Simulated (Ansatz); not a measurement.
**Rutile PbO2: bulk modulus B0 by level of theory**

No measured value is used here.

```json
[
 {"level (code)": "LDA (Ansatz)", "value (GPa)": "(withheld)", "cell (Å³/atom)": "13.78"},
 {"level (code)": "PBE (Ansatz)", "value (GPa)": "106", "cell (Å³/atom)": "14.82"},
 {"level (code)": "PBEsol (Ansatz)", "value (GPa)": "125", "cell (Å³/atom)": "14.21"},
 {"level (code)": "r²SCAN (Ansatz)", "value (GPa)": "134", "cell (Å³/atom)": "14.11"}
]
```

Task: What belongs in the gaps?

Result: 
- LDA (Ansatz, a first-principles code), value (GPa): 140

Density-functional levels without +SOC have no spin–orbit coupling. Each level is taken at its own relaxed cell. Cutoffs differ between the levels. Ansatz's density-functional and Hartree–Fock values are scalar-relativistic unless marked +SOC, with PAW data made under PBE.
